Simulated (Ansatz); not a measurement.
A ladder of methods for PH2F (phosphinous fluoride(8ci,9ci))

The species is PH2F (4 atoms), meant as a singlet with charge 0. SMILES: `FP`. Geometry: relaxed at GFN2-xTB.

```csv
atom,x (Å),y (Å),z (Å)
F,1.1605,0.6688,-0.2227
P,-0.0720,-0.3691,-0.4797
H,-1.0539,0.5743,-0.1296
H,-0.0346,-0.8740,0.8319
```

Each level gives the energy change with the P2–H3 bond stretched from 1.406 to 2.109 Å (eV). The values are calculated.

```
                        level                    kind  program  value (eV)  less FCI/STO-3G
       HF/STO-3G (restricted)            Hartree–Fock   Ansatz        3.66            +1.40
    SVWN5/STO-3G (restricted)                     LDA   Ansatz        2.24            -0.02
     BLYP/STO-3G (restricted)                     GGA   Ansatz        2.00            -0.26
   r2SCAN/STO-3G (restricted)                meta-GGA   Ansatz        2.35            +0.09
    B3LYP/STO-3G (restricted)           global hybrid   Ansatz        2.43            +0.17
     PBE0/STO-3G (restricted)           global hybrid   Ansatz        2.61            +0.35
CAM-B3LYP/STO-3G (restricted)  range-separated hybrid   Ansatz        2.73            +0.47
      MP2/STO-3G (restricted)     perturbation theory   Ansatz        2.89            +0.63
   CCSDTQ/STO-3G (restricted)   coupled cluster or CI   Ansatz        2.26             0.00
                   FCI/STO-3G      exact in the basis   Ansatz        2.26             0.00
```

FCI/STO-3G is exact within its basis and frozen core, so for wave-function methods in that basis the difference is their error; functionals converge differently with the basis, so for them it is only a difference. A spin-restricted reference rises too steeply as a bond breaks; here HF/STO-3G, CAM-B3LYP/STO-3G, MP2/STO-3G lie well above the multireference or unrestricted value. The first shape isn't each level's own minimum. The values span 2.00 to 3.66 eV. All rows use very small basis sets, so none should be taken for the real molecule's value.
